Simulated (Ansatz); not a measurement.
Molecule: C2H (charge -1, singlet). It need not be the lowest isomer of its formula. Whether it binds its extra electron was not tested at this geometry. 
Geometry from a B3LYP-D3(BJ)/def2-TZVP (Ansatz, an electronic-structure program) optimisation:
SMILES: C#[C-]
```xyz
3

C      0.0000     0.0000    -0.4894
C      0.0000     0.0000     0.7491
H      0.0000     0.0000    -1.5577
```
Charge -1, spin multiplicity 1.

Basis-set convergence of Hartree-Fock and MP2 correlation energies (hartree) with Ansatz. Cores are frozen in the correlated levels unless marked. No spin-orbit coupling. Non-relativistic.

```
basis        functions      E(HF)  E(corr, MP2)
-----------  ---------  ---------  ------------
def2-SVPD           48  -76.14313      -0.26931
def2-TZVPPD         91  -76.23369      -0.31414
def2-QZVPPD        159  -76.23811      -0.33302
```

Extrapolating the two largest sets (X = 3 and 4) as X^-3: E(corr) = (64·(-0.33302) - 27·(-0.31414))/37 = -0.3468 Eh, an estimate of the basis-set limit. The largest set recovers 96.0 % of it, the smallest 77.7 %.
